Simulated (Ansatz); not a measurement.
Worked example: building the atomization energy of C3H6, singlet

Measured: the G2/97 heats of formation, with zero-point and thermal terms from B3LYP taken off, give an electronic atomization energy of 860.5 kcal/mol (Curtiss et al., J. Chem. Phys. 106, 1063 (1997); Staroverov et al., J. Chem. Phys. 119, 12129 (2003)). The calculation below tries to reproduce it.

Geometry (MP2(full)/6-31G*, from the G2/97 set):

```xyz
9

C     1.2698    0.1166    0.0000
C    -0.0215    0.4621    0.0000
H     1.5797   -0.9245    0.0000
H     2.0593    0.8603    0.0000
H    -0.2847    1.5190    0.0000
C    -1.1612   -0.5094    0.0000
H    -0.7983   -1.5404    0.0000
H    -1.7970   -0.3699    0.8804
H    -1.7970   -0.3699   -0.8804
```

Atomization energies (atoms less molecule, kcal/mol) from Ansatz 0.2.0, frozen cores, restricted molecule, unrestricted atoms, sets cc-pVDZ, cc-pVTZ, cc-pVQZ:

```
   level      DZ      TZ      QZ
      HF  644.35  654.10  655.13
 CCSD(T)  803.32  841.67  852.01
   CCSDT  803.25  841.11       –
CCSDT(Q)  803.79  841.73       –
```

Task: Extrapolate Hartree–Fock with exp(−5.46 √X) and the CCSD(T) correlation part with X⁻³ (X = 3, 4), add each higher step from the largest set that has it, and compare with the measured value.

Result: Hartree–Fock: 655.13 + (655.13 − 654.10) × 0.301 = 655.44.
Correlation: TZ 187.57, QZ 196.88; (64 × 196.88 − 27 × 187.57) / 37 = 203.67.
Full triples (TZ): 841.11 − 841.67 = -0.56.
(Q) (TZ): 841.73 − 841.11 = 0.62.
Sum: 859.2 kcal/mol, 1.3 below the measured 860.5.

The steps beyond CCSD(T) add 0.06 kcal/mol, while going from QZ to the limit adds 7.10. Core correlation, scalar relativity, spin–orbit terms and the relaxation from this MP2 geometry are missing from the sum, and the measured value has its own uncertainty.
